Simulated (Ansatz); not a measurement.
A first try at a geometry optimisation of C4H8O2, SMILES COC1COC1, using the Python package of Ansatz (0.2.0).

Script `c4h8o2.py`:
```python
"""Minimum-energy structure of C4H8O2."""

from dataclasses import dataclass
import warnings

import ansatz as az
import numpy as np


@dataclass(frozen=True)
class Settings:
    basis_set: str = "6-31G*"
    xc: str = "b3lyp"


settings = Settings()

GEOMETRY = """
C     2.06080    0.48140   -0.11440
O     1.04660   -0.46810   -0.41040
C    -0.18640   -0.31840    0.33170
C    -1.33810   -1.25470   -0.05750
O    -2.26460   -0.14240   -0.15170
C    -1.15480    0.78860   -0.10700
H     1.71170    1.49180   -0.34550
H     2.93610    0.25930   -0.72990
H     2.34210    0.41450    0.94040
H     0.00080   -0.32430    1.41260
H    -1.23340   -1.76730   -1.01880
H    -1.63820   -1.96930    0.71380
H    -1.31760    1.58140    0.62800
H    -0.96500    1.22760   -1.09140
"""


def main() -> None:
    warnings.simplefilter("ignore", az.DeckWarning)

    mol = az.Crystal.molecule()
    for line in GEOMETRY.strip().splitlines():
        symbol, *xyz = line.split()
        mol = mol.atom(symbol, [float(v) for v in xyz])

    calc = (
        mol.calculation()
        .basis(gaussian=settings.basis_set)
        .functional(settings.xc)
    )
    symbols = [site.symbol for site in mol.cartesian_sites]
    start = np.array([site.position_ang for site in mol.cartesian_sites], dtype=float)
    r = calc.relax(force_tolerance=0.01, max_steps=30).run(threads=1).report()
    end = np.array(r["positions_ang"])

    print("reference energy %16.6f eV" % r["reference_energy_ev"])
    print("total energy     %16.6f eV" % r["free_energy_ev"])
    print("occupied orbitals outside the frozen core (up, down):", r["n_occupied"], " frozen:", r["n_frozen"], " virtual:", r["n_virtual"])

    print("final positions (A) and the move of each atom")
    for symbol, xyz, old in zip(symbols, end, start):
        print(f"{symbol:2s} {xyz[0]:10.5f} {xyz[1]:10.5f} {xyz[2]:10.5f}   {np.linalg.norm(xyz - old):7.4f}")
    with open("c4h8o2_opt.xyz", "w") as handle:
        handle.write(f"{len(symbols)}\nrelaxed C4H8O2\n")
        handle.writelines(f"{s:2s} {x:11.6f} {y:11.6f} {z:11.6f}\n" for s, (x, y, z) in zip(symbols, end))


if __name__ == "__main__":
    main()
```

```console
$ python c4h8o2.py
Traceback (most recent call last):
  File "c4h8o2.py", line 67, in <module>
    main()
    ~~~~^^
  File "c4h8o2.py", line 51, in main
    r = calc.relax(force_tolerance=0.01, max_steps=30).run(threads=1).report()
TypeError: 'dict' object is not callable
$ echo $?
1
```

Why does it end like this?

The fault: report is a dict, not a method. The correction:

```diff
--- before
+++ after
@@ -50,3 +50,3 @@
     start = np.array([site.position_ang for site in mol.cartesian_sites], dtype=float)
-    r = calc.relax(force_tolerance=0.01, max_steps=30).run(threads=1).report()
+    r = calc.relax(force_tolerance=0.01, max_steps=100).run(threads=1).report
     end = np.array(r["positions_ang"])
```

After the fix:

```console
$ python c4h8o2.py
reference energy     -8370.832339 eV
total energy         -8370.832339 eV
occupied orbitals outside the frozen core (up, down): [24, 24]  frozen: 0  virtual: [82, 82]
final positions (A) and the move of each atom
C     2.01223    0.45005   -0.12710    0.0592
O     0.98610   -0.47414   -0.43821    0.0669
C    -0.17224   -0.29427    0.33351    0.0280
C    -1.30831   -1.25392   -0.04681    0.0317
O    -2.22976   -0.15489   -0.23747    0.0934
C    -1.16853    0.81529   -0.08663    0.0363
H     1.70894    1.48779   -0.33546    0.0112
H     2.86910    0.20005   -0.75745    0.0936
H     2.31144    0.38021    0.93086    0.0470
H     0.07127   -0.28160    1.40686    0.0826
H    -1.10253   -1.79513   -0.97938    0.1395
H    -1.65562   -1.95471    0.72133    0.0239
H    -1.41988    1.58268    0.65582    0.1060
H    -0.90219    1.29268   -1.03996    0.1041
```

File `c4h8o2_opt.xyz` afterwards:
```text
14
relaxed C4H8O2
C     2.012228    0.450050   -0.127103
O     0.986099   -0.474137   -0.438209
C    -0.172243   -0.294269    0.333507
C    -1.308312   -1.253916   -0.046808
O    -2.229758   -0.154887   -0.237473
C    -1.168532    0.815290   -0.086634
H     1.708939    1.487786   -0.335463
H     2.869099    0.200048   -0.757453
H     2.311439    0.380207    0.930862
H     0.071268   -0.281597    1.406860
H    -1.102528   -1.795129   -0.979378
H    -1.655622   -1.954706    0.721327
H    -1.419882    1.582680    0.655821
H    -0.902195    1.292680   -1.039956
```

Total energies depend on the basis set; only differences at equal settings carry meaning. The end point is the stationary point reached from this start; no frequency run checks that it is a minimum, and the basis set is modest. b3lyp holds the VWN-RPA fit, as in Gaussian; the form of ORCA and Turbomole is b3lyp5. It ran for 73 s on 1 thread of Intel(R) Xeon(R) Processor @ 2.70GHz (shared host), peak memory 0.32 GiB.

(Lines on the test bed's own set-up are left out of the output.)
